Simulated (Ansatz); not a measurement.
Two structures, one formula

The two ends of one reaction step of MgH$_{3}$ClO, singlet (PBE0-D4/def2-TZVP).

A:

Mg1  (0.091, 0.656, -0.874)
O2  (0.153, -0.431, 0.879)
Cl3  (-1.647, -0.548, -1.613)
H4  (0.665, -0.445, 1.691)
H5  (1.271, 1.877, -0.988)
H6  (-0.533, -1.109, 0.905)
(Å)

B:

Mg1  (-0.546, -0.265, -0.410)
O2  (-0.065, -0.862, 1.196)
Cl3  (-1.319, 0.287, -2.378)
H4  (1.150, 1.005, 0.193)
H5  (1.029, 1.334, -0.478)
H6  (-0.249, -1.498, 1.877)
(Å)

Ansatz 0.2.0; basis: def2-TZVPP; cores frozen in the correlated methods. The outer core shell of Li, Na, Mg and K is correlated. The def2 sets are not built for correlating such inner shells, so the correlated values are less sure here. B3LYP uses VWN-RPA correlation.

(1) Which structure is lower at CCSD(T), and by how much? (An estimate is asked for; the value comes from the calculation.)

(2) Do the other methods give the same order? (Judge from chemistry; the calculation decides.)

The T1 diagnostic stays at or below 0.010.

## Answers

(1) By the calculation: B, by 3.90 kcal/mol (electronic energy, against the other). By their contacts, A is MgH₃ClO ([OH2][MgH][Cl]) and B is a complex of MgHClO ([OH][Mg][Cl]) + H₂.

(2) Computed: Not all: B97M-V gives the other order.

| method | E(B) − E(A) (kcal/mol) |
| --- | --- |
| SPW92 | -1.00 |
| PBE-D4 | -4.08 |
| BLYP-D4 | -5.89 |
| r2SCAN-D4 | -4.84 |
| B97M-V | 1.67 |
| PBE0-D4 | -2.45 |
| B3LYP-D4 | -4.34 |
| r2SCAN0-D4 | -3.32 |
| BHLYP-D4 | -2.42 |
| CAM-B3LYP-D4 | -3.40 |
| wB97X-V | -3.27 |
| wB97M-V | -2.99 |
| B2PLYP | -5.25 |
| PBE-QIDH | -3.32 |
| RPA on PBE | -3.63 |
| HF | -0.05 |
| MP2 | -6.47 |
| CCSD | -3.33 |
| CCSD(T) | -3.90 |

Labels in which every atom is bracketed show which atoms are joined, not bond orders.

For scale, one of the runs: CCSD(T)/def2-TZVPP, 147 basis functions, launched by `ansatz run in.yaml --threads 2 --pin off --events-out ev --progress --plain --max-ram 4352MiB`. Time: 25 s of wall clock on 2 CPU threads of an Arm Neoverse V1; the host was shared. Peak host memory: 1 GiB.
